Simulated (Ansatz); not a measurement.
Geometry optimisation, RKS B3LYP/def2-TZVP in Ansatz.

Input:

```yaml
crystal:
  periodic: [false, false, false]
  atoms:
    - { symbol: B, position_ang: [0.455276, -0.564433, -0.309561] }
    - { symbol: Cl, position_ang: [1.01208, 0.89754, -1.23766] }
    - { symbol: H, position_ang: [-0.424086, -1.196696, -0.779725] }
    - { symbol: H, position_ang: [1.036424, -0.821519, 0.685294] }
    - { symbol: H, position_ang: [-0.873492, 1.053321, 0.601242] }
    - { symbol: H, position_ang: [-1.206302, 0.631888, 1.04041] }
basis:
  gaussian: { orbitals: def2-TZVP }
hamiltonian:
  xc: b3lyp
relax:
  f_tol: 0.03
  max_steps: 50
```

Command:

```bash
$ ansatz run input.yaml --threads 2 --pin off --max-ram 3072MiB --backend cpu --events-out ev --progress --plain --runs-dir out
```

Task: Where does it end, and by what steps?

Result: It converged. The force dipped under the threshold on the way, but the program's further checks kept it going. After 26 steps the energy has fallen by 0.211 eV; H5 moved furthest, 2.54 Å.

```json
{"step": "0", "energy less start (eV)": "0.0000", "largest force component (eV/Å)": "1.472", "accepted": "yes"}
{"step": "1", "energy less start (eV)": "-0.1337", "largest force component (eV/Å)": "0.696", "accepted": "yes"}
{"step": "2", "energy less start (eV)": "-0.1437", "largest force component (eV/Å)": "0.876", "accepted": "yes"}
{"step": "3", "energy less start (eV)": "-0.1677", "largest force component (eV/Å)": "0.702", "accepted": "yes"}
{"step": "4", "energy less start (eV)": "-0.2005", "largest force component (eV/Å)": "0.294", "accepted": "yes"}
{"step": "5", "energy less start (eV)": "-0.2057", "largest force component (eV/Å)": "0.011", "accepted": "yes"}
{"step": "6", "energy less start (eV)": "-0.2064", "largest force component (eV/Å)": "0.048", "accepted": "yes"}
{"step": "7", "energy less start (eV)": "-0.2074", "largest force component (eV/Å)": "0.068", "accepted": "yes"}
{"step": "8", "energy less start (eV)": "-0.2083", "largest force component (eV/Å)": "0.045", "accepted": "yes"}
{"step": "9", "energy less start (eV)": "-0.2087", "largest force component (eV/Å)": "0.045", "accepted": "yes"}
{"step": "10", "energy less start (eV)": "-0.1941", "largest force component (eV/Å)": "0.389", "accepted": "no"}
{"step": "11", "energy less start (eV)": "-0.2089", "largest force component (eV/Å)": "0.049", "accepted": "yes"}
{"step": "12", "energy less start (eV)": "-0.2090", "largest force component (eV/Å)": "0.068", "accepted": "yes"}
{"step": "13", "energy less start (eV)": "-0.2090", "largest force component (eV/Å)": "0.077", "accepted": "yes"}
{"step": "14", "energy less start (eV)": "-0.2091", "largest force component (eV/Å)": "0.071", "accepted": "yes"}
{"step": "15", "energy less start (eV)": "-0.2093", "largest force component (eV/Å)": "0.044", "accepted": "yes"}
{"step": "16", "energy less start (eV)": "-0.2095", "largest force component (eV/Å)": "0.080", "accepted": "yes"}
{"step": "17", "energy less start (eV)": "-0.2023", "largest force component (eV/Å)": "0.268", "accepted": "no"}
{"step": "18", "energy less start (eV)": "-0.2097", "largest force component (eV/Å)": "0.063", "accepted": "yes"}
{"step": "19", "energy less start (eV)": "-0.2098", "largest force component (eV/Å)": "0.065", "accepted": "yes"}
{"step": "20", "energy less start (eV)": "-0.2100", "largest force component (eV/Å)": "0.080", "accepted": "yes"}
{"step": "21", "energy less start (eV)": "-0.2102", "largest force component (eV/Å)": "0.086", "accepted": "yes"}
{"step": "22", "energy less start (eV)": "-0.2104", "largest force component (eV/Å)": "0.078", "accepted": "yes"}
{"step": "23", "energy less start (eV)": "-0.2106", "largest force component (eV/Å)": "0.087", "accepted": "yes"}
{"step": "24", "energy less start (eV)": "-0.2106", "largest force component (eV/Å)": "0.053", "accepted": "yes"}
{"step": "25", "energy less start (eV)": "-0.2107", "largest force component (eV/Å)": "0.011", "accepted": "yes"}
{"step": "26", "energy less start (eV)": "-0.2107", "largest force component (eV/Å)": "0.021", "accepted": "yes"}
```

```xyz
6
Properties=species:S:1:pos:R:3
B 1.255 -1.041 -0.984
Cl 2.054 0.068 -2.064
H 0.274 -1.585 -1.367
H 1.726 -1.213 0.090
H -2.611 2.230 2.031
H -2.698 1.540 2.294
```

The run took 20 s on 2 threads of Intel(R) Xeon(R) Platinum 8375C CPU @ 2.90GHz (Ice Lake) (shared host), peak memory 0.16 GiB.
